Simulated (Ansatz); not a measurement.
# B₂H₄S: one species, many methods

An exercise on one series of results from a longer session: the logs are not shown, and one member is left open.

Method: functionals in def2-TZVPP, the program's frozen cores in correlated methods; program: Ansatz 0.2.0, Gaussian basis.

Plan: LDA (SPW92), PBE-D4, revPBE-D4, BLYP-D4, r2SCAN-D4, B97M-V, PBE0-D4, B3LYP-D4, r2SCANh-D4, r2SCAN0-D4, HSE06-D4, BHLYP-D4, CAM-B3LYP-D4, LC-ωPBE, ωB97X-V, ωB97M-V, B2PLYP, PBE-QIDH; CCSD(T)/def2-SVP; CCSD(T)/def2-TZVPP; MP2/def2-QZVPP; extrapolation to the limit; RPA on PBE.

**Structure used throughout**

All runs share one geometry, relaxed beforehand with PBE0-D4 in a triple-zeta def2 set.

SMILES `BSB`, 7 atoms, charge 0, spin multiplicity 1.

Atoms are counted from 1 here; the program's logs count them from 0.

Bond lengths: B1–S2 1.796 Å, B1–H4 1.190 Å, B1–H5 1.192 Å, S2–B3 1.796 Å, B3–H6 1.192 Å, B3–H7 1.190 Å. Angles: S2–B1–H4 120.1°, S2–B1–H5 117.1°, H4–B1–H5 122.8°, B1–S2–B3 103.4°, S2–B3–H6 117.1°, S2–B3–H7 120.1°, H6–B3–H7 122.8°.

Set-up of the first run:

File in.yaml:

```yaml
crystal:
  periodic: [false, false, false]
  atoms:
    - {symbol: B, position_ang: [-1.299189, -0.115704, -0.521957]}
    - {symbol: S, position_ang: [-0.432352, 0.489439, 0.930306]}
    - {symbol: B, position_ang: [1.289217, 0.127388, 0.567273]}
    - {symbol: H, position_ang: [-0.691558, -0.611867, -1.417236]}
    - {symbol: H, position_ang: [-2.484863, 0.005335, -0.536059]}
    - {symbol: H, position_ang: [2.094230, 0.437507, 1.389741]}
    - {symbol: H, position_ang: [1.585814, -0.400098, -0.457767]}
basis:
  gaussian: {orbitals: def2-TZVPP}
hamiltonian: {xc: lda}
output: {orbitals: {seedname: orbitals}}
```

On the command line:

```sh
> ansatz run in.yaml --threads 2 --pin off --events-out ev --progress --plain --max-ram 4352MiB
```

Steps of the session up to this table: LDA; PBE-D4 (GGA); revPBE-D4 (GGA); BLYP-D4 (GGA); r2SCAN-D4 (meta-GGA); B97M-V (meta-GGA); PBE0-D4 (hybrid); B3LYP-D4 (hybrid); r2SCANh-D4 (hybrid); r2SCAN0-D4 (hybrid); HSE06-D4 (hybrid); BHLYP-D4 (hybrid); CAM-B3LYP-D4 (range-separated); LC-ωPBE (range-separated); ωB97X-V (range-separated); ωB97M-V (range-separated); B2PLYP (double hybrid); PBE-QIDH (double hybrid).

One of the session's tables, all rows but one given; the rest of the session is left out.

It belongs to the step «Frontier levels by functional». 

```
  functional  HOMO (eV)  LUMO (eV)  gap (eV)
 LDA (SPW92)      -7.55      -3.61      3.93
      PBE-D4      -7.47      -3.33      4.14
   revPBE-D4      -7.43      -3.22      4.21
     BLYP-D4      -7.34      -3.13      4.22
   r2SCAN-D4      -7.72      -2.97      4.75
      B97M-V      -7.85      -3.01      4.84
     PBE0-D4      -8.72      -2.32      6.40
    B3LYP-D4      -8.50      -2.50      6.00
  r2SCANh-D4      -8.18      -2.62      5.56
  r2SCAN0-D4      -8.88      -2.11      6.77
    HSE06-D4      -8.32      -2.71      5.61
    BHLYP-D4      -9.84      -1.20      8.64
CAM-B3LYP-D4     -10.07      -1.19      8.88
     LC-ωPBE          ?          ?         ?
     ωB97X-V     -11.07      -0.11     10.97
     ωB97M-V     -10.92      -0.33     10.59
```

Estimate the missing values for LC-ωPBE.

The run gave: HOMO (eV): -11.43; LUMO (eV): -0.05; gap (eV): 11.38. In the column «HOMO (eV)» it is the lowest.
